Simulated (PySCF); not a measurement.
All values below come from B3LYP-D3(BJ)/def2-TZVP in PySCF 2.14.0. All species are isolated molecules in the gas phase. B3LYP has the VWN-RPA correlation part, as in Gaussian. Excitations are Tamm–Dancoff values on a coarser integration grid. The basis has no diffuse functions, so Rydberg states are missing or too high.

Reference species (SMILES): `N#C` (neutral, multiplicity 1).

```yaml
LUMO: -0.02 eV
S1 oscillator strength: 0.000
S1 excitation (TDA): 7.93 eV
dipole_moment: 3.03 D
```

After one change: the LUMO falls by 0.81 eV; the S1 oscillator strength is nearly the same; the S1 excitation (TDA) drops by 0.92 eV; the dipole moment rises by 0.48 D.

Q: Which change was made? The new species is one of these.
(A) `CNC#N`
(B) `[C-]#[N+]C#N`
(C) `N#CO`
(D) `N#C[SiH3]`

A: D, `N#C[SiH3]`
